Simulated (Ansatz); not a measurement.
# A ladder of methods for CH4FSi (SMILES [CH2][SiH2]F)

CH4FSi has 7 atoms, charge 0, and is taken as a doublet. SMILES: `[CH2][SiH2]F`. Geometry: optimised at B3LYP/def2-SVP. This is one conformer, not always the lowest.

```
atom    x (Å)    y (Å)    z (Å)
   C  -0.8777   0.2853  -0.6195
  Si   0.5946  -0.1558   0.3964
   F   0.6590  -1.7773   0.5579
   H  -1.5466  -0.4694  -1.0488
   H  -1.1475   1.3243  -0.8435
   H   0.5159   0.4377   1.7626
   H   1.8637   0.2873  -0.2507
```

Each level gives the dissociation energy of the F3–Si2 bond into doublet F and singlet CH4Si (shapes relaxed at B3LYP/def2-SVP, no zero-point term) (eV). The values are calculated.

```csv
level,kind,program,value (eV),less CCSD(T)/def2-TZVP,CPU time (all runs)
UHF/def2-TZVP,Hartree–Fock,Ansatz,4.62,-0.33,2 s
USVWN5/def2-TZVP,LDA,Ansatz,5.65,+0.70,2.5 s
U-r2SCAN/def2-TZVP,meta-GGA,Ansatz,5.25,+0.30,10 s
UB3LYP/def2-TZVP,global hybrid,Ansatz,5.04,+0.09,5.4 s
U-wB97M-V/def2-TZVP,range-separated hybrid,Ansatz,5.11,+0.16,21 s
UCAM-B3LYP/def2-TZVP,range-separated hybrid,Ansatz,5.24,+0.29,6.1 s
UMP2/def2-TZVP,perturbation theory,Ansatz,5.24,+0.29,2.9 s
UCCSD(T)/def2-TZVP,coupled cluster or CI,Ansatz,4.95,0.00,56 s
```

Differences are taken from UCCSD(T)/def2-TZVP for orientation; it has basis-set and higher-order errors of its own. The values span 4.62 to 5.65 eV. Hartree–Fock misses the correlation of the electron pair that is broken and comes out low. A fragment with an even electron count was run as a singlet and may have a lower triplet. Measured bond enthalpies also hold zero-point and thermal terms, a few tenths of an eV less. CPU times are rough (shared hosts, several kinds of processor): they show what a rung costs within a factor of a few.
